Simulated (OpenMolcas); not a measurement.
## An input for BH2ClO (SMILES OBCl)

The species is BH2ClO (5 atoms), meant as a singlet with charge 0. SMILES: `OBCl`. Geometry: relaxed at PBE0-D4/def2-TZVP. This is one conformer, not always the lowest.

```xyz
5

O    -0.8633   -0.6186   -0.0029
B     0.3790   -0.1372    0.1379
Cl    0.7886    1.4960   -0.3953
H    -1.4777    0.0012   -0.4097
H     1.2233   -0.8151    0.6286
```

Settings wanted:

* method: DFT
* reference: RKS
* integral approximation: none
* symmetry: none
* basis set: def2-SVPD
* task: gradient
* functional: SVWN5
* dispersion: none
* nucleus: point
* integration grid: UltraFine
* SCF convergence threshold: 1e-10

Problem. Give an OpenMolcas 26.06 job that does this.

Solution. One that was run (others would do as well):

job.inp:
```
* BClH2O Kohn-Sham DFT

&GATEWAY
  BasLib = $CurrDir
  Coord
  5
  angstrom
  O       -0.863300      -0.618600      -0.002900
  B        0.379000      -0.137200       0.137900
  Cl       0.788600       1.496000      -0.395300
  H       -1.477700       0.001200      -0.409700
  H        1.223300      -0.815100       0.628600
  Basis = def2-SVPD
  Group = NoSym

&SEWARD
  GridInput
  Grid=UltraFine
  End of Grid

&SCF
  KSDFT = SVWN5
  Thresholds = 1e-10 1e-07 1e-07 1e-05
  PrOrbitals = 0

&ALASKA
```

```bash
$ export MOLCAS_MEM=1860
$ pymolcas job.inp > job.log
```

(Basis files named in the input come from the Basis Set Exchange and aren't shown.)

Calculated total energy: -559.05016 Eh, largest force 0.773 eV/Å.
